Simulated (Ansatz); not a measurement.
**CH₅AlN+ (SMILES [CH2+][NH][AlH2]): one structure at several levels**

An exercise on one series of results from a longer session: the logs are not shown, and one member is left open.

Program: Ansatz 0.2.0, Gaussian basis. Level of theory: single points in def2-TZVPP. These are calculated values, not measurements.

Cores are frozen in the correlated methods.

## Starting geometry

8 atoms, charge 1, spin multiplicity 1.

Atoms are counted from 1 here; the program's logs count them from 0.

Bond lengths: C1–N2 1.269 Å, C1–H4 1.066 Å, C1–H5 1.076 Å, N2–Al3 1.952 Å, N2–H6 1.023 Å, Al3–H7 1.525 Å, Al3–H8 1.540 Å. Angles: N2–C1–H4 120.4°, N2–C1–H5 121.6°, H4–C1–H5 118.0°, C1–N2–Al3 117.4°, C1–N2–H6 117.7°, Al3–N2–H6 124.9°, N2–Al3–H7 118.5°, N2–Al3–H8 110.2°, H7–Al3–H8 131.2°.

Geometry (Å):

```xyz
8

C    -1.0124    0.7243   -0.3757
N     0.2117    0.6688   -0.0446
Al    0.9452   -1.0855    0.3969
H    -1.6074   -0.1600   -0.3927
H    -1.4895    1.6583   -0.6181
H     0.7369    1.5462   -0.0175
H     2.4211   -1.1855    0.7681
H    -0.1447   -2.1655    0.2694
```

Set-up of the first run:

The input, run/in.yaml:

```yaml
crystal:
  periodic: [false, false, false]
  atoms:
    - {symbol: C, position_ang: [-1.012400, 0.724300, -0.375700]}
    - {symbol: N, position_ang: [0.211700, 0.668800, -0.044600]}
    - {symbol: Al, position_ang: [0.945200, -1.085500, 0.396900]}
    - {symbol: H, position_ang: [-1.607400, -0.160000, -0.392700]}
    - {symbol: H, position_ang: [-1.489500, 1.658300, -0.618100]}
    - {symbol: H, position_ang: [0.736900, 1.546200, -0.017500]}
    - {symbol: H, position_ang: [2.421100, -1.185500, 0.768100]}
    - {symbol: H, position_ang: [-0.144700, -2.165500, 0.269400]}
basis:
  gaussian: {orbitals: def2-TZVPP}
total_charge: 1
correlation: {method: ccsd_t}
output: {forces: true}
```

The command line of these runs was not kept.

Steps of the session up to this table: CCSD(T)/def2-TZVPP; PBE0-D4/def2-TZVPP; wB97M-V/def2-TZVPP; r2SCAN-D4/def2-TZVPP; PBE-D4/def2-TZVPP; r2SCAN0-D4/def2-TZVPP; B97M-V/def2-TZVPP.

One table of the session follows, with a row left open; its other results are not shown here.

```
    method  RMS force component (eV/Å)  angle to CCSD(T) forces (°)
   CCSD(T)                       0.438                    reference
   PBE0-D4                       0.339                         36.0
   wB97M-V                       0.318                         26.4
 r2SCAN-D4                       0.359                         22.8
    PBE-D4                       0.436                         23.5
r2SCAN0-D4                       0.311                         41.9
    B97M-V                           ?                            ?
```

Q: Estimate the row for B97M-V from the others.

**Answer.** RMS force component (eV/Å): 0.313; angle to CCSD(T) forces (°): 29.6. In the column «RMS force component (eV/Å)» it lies between r2SCAN0-D4 (0.311) and wB97M-V (0.318).
